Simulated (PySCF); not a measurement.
**vinyl fluoride: bond dissociation enthalpies at several levels**

Structure: `C=CF` (C2H3F). Coordinates in Å; atoms count from 1 in this order:
```
C    -0.6985   -0.0868    0.0089
C     0.6072    0.1405   -0.0303
F     1.5114   -0.8246    0.1037
H    -1.0927   -1.0941    0.1569
H    -1.3924    0.7457   -0.1096
H     1.0673    1.1235   -0.1748
```

All levels share the PBE0-D3(BJ)/def2-SVP structures and the PBE0-D3(BJ)/def2-SVP thermal terms; only the single-point energies (PySCF) change. Values are bond dissociation enthalpies (298 K, kJ/mol).

| level | C2–H | C1–H | C2–F3 | abs. error | time |
| --- | --- | --- | --- | --- | --- |
| HF/def2-TZVP | 356 | 362 | 322 | 197.4 | 2.8 s |
| PBE0-D3(BJ)/def2-SV(P) | 443 | 461 | 523 | 3.7 | 3.2 s |
| r2SCAN-D3(BJ)/def2-TZVP (grid 3) | 444 | 459 | 506 | 13.5 | 26 s |
| OPBE/def2-TZVP | 444 | 463 | 522 | 3.4 | 14 s |
| M06-L/def2-TZVP (grid 3) | 446 | 458 | 503 | 16.5 | 29 s |
| PBE-D3(BJ)/def2-TZVP | 447 | 465 | 539 | 19.5 | 13 s |
| PBE0-D3(BJ)/cc-pVDZ | 448 | 464 | 508 | 11.0 | 3.7 s |
| HSE06/def2-TZVP | 449 | 463 | 508 | 11.5 | 18 s |
| LC-ωPBE/def2-TZVP | 449 | 463 | 518 | 1.2 | 16 s |
| PBE0-D3(BJ)/def2-SVP | 450 | 467 | 522 | 3.1 | 3.4 s |
| PBE0-D3(BJ)/def2-TZVP | 451 | 466 | 512 | 7.3 | – |
| BLYP-D3(BJ)/def2-TZVP | 451 | 467 | 518 | 1.1 | 13 s |
| PBE0-D3(BJ)/aug-cc-pVDZ | 451 | 463 | 507 | 12.4 | 6.4 s |
| PBE0-D3(BJ)/6-31G* | 451 | 470 | 521 | 1.8 | 3.2 s |
| PBE0-D3(BJ)/ma-def2-TZVP | 451 | 465 | 512 | 7.4 | 9.1 s |
| PBE0-D3(BJ)/def2-TZVPD | 452 | 465 | 512 | 7.3 | 11 s |
| PBE0-D3(BJ)/cc-pVTZ | 452 | 467 | 513 | 5.7 | 8.9 s |
| PBE0-D3(BJ)/def2-QZVP | 452 | 466 | 512 | 6.9 | 33 s |
| PBE0-D3(BJ)/pcseg-1 | 452 | 468 | 506 | 13.3 | 3.8 s |
| PBE0-D3(BJ)/aug-cc-pVTZ | 452 | 466 | 512 | 6.8 | 20 s |
| PBE0-D3(BJ)/pcseg-2 | 452 | 466 | 513 | 6.4 | 8.9 s |
| PBE0-D3(BJ)/ma-def2-SVP | 453 | 466 | 513 | 5.8 | 4.3 s |
| PBE0-D3(BJ)/6-311+G** | 453 | 466 | 503 | 16.3 | 5.2 s |
| PBE0-D3(BJ)/6-31+G* | 454 | 468 | 508 | 10.7 | 3.9 s |
| PBE0-D3(BJ)/aug-pcseg-1 | 454 | 466 | 514 | 4.9 | 6.5 s |
| PBE0-D3(BJ)/6-311++G(2d,2p) | 454 | 467 | 509 | 10.4 | 7.3 s |
| PBE0-D3(BJ)/def2-SVPD | 454 | 467 | 519 | 0.6 | 5.4 s |
| B97-2/def2-TZVP | 455 | 471 | 518 | 0.7 | 8.6 s |
| M06/def2-TZVP (grid 3) | 456 | 466 | 519 | 0.4 | 24 s |
| TPSS-D3(BJ)/def2-TZVP (grid 3) | 457 | 472 | 513 | 6.2 | 27 s |
| BHandHLYP/def2-TZVP | 458 | 469 | 473 | 46.3 | 8.6 s |
| TPSSh-D3(BJ)/def2-TZVP (grid 3) | 458 | 473 | 504 | 15.1 | 20 s |
| B3LYP-D3(BJ)/def2-TZVP | 461 | 474 | 509 | 10.3 | 8 s |
| PBE0-D3(BJ)/6-31G | 461 | 473 | 463 | 56.4 | 2.6 s |
| M06-2X/def2-TZVP (grid 3) | 462 | 475 | 521 | 1.5 | 24 s |
| CAM-B3LYP-D3(BJ)/def2-TZVP | 463 | 476 | 519 | 0.1 | 9.9 s |
| ωB97X-D3(BJ)/def2-TZVP | 464 | 479 | 518 | 1.2 | 10 s |
| ωB97M-D3(BJ)/def2-TZVP (grid 3) | 469 | 481 | 518 | 0.7 | 24 s |
| LDA/def2-TZVP | 494 | 515 | 641 | 121.5 | 10 s |
| ATcT 1.112 | n/a | n/a | 519 |  |  |

Times are wall times for all single points of a level on 1 thread of Arm Neoverse V1, a shared host; the dash marks the run that also made the structures. BLYP, HSE06, LC-ωPBE, LDA, M06-L, OPBE, PBE, TPSS, r2SCAN ran on a slower path of this set-up, which computes the density-fitting integrals anew in every SCF cycle while the other levels store them. So the times needn't show the usual order of cost, and those levels read slower than they are.

Hartree-Fock leaves out electron correlation, so its bond energies come out too low, often by 100 kJ/mol or more.

The widest spread is that of C2–F3: 319 kJ/mol, from 322 to 641.
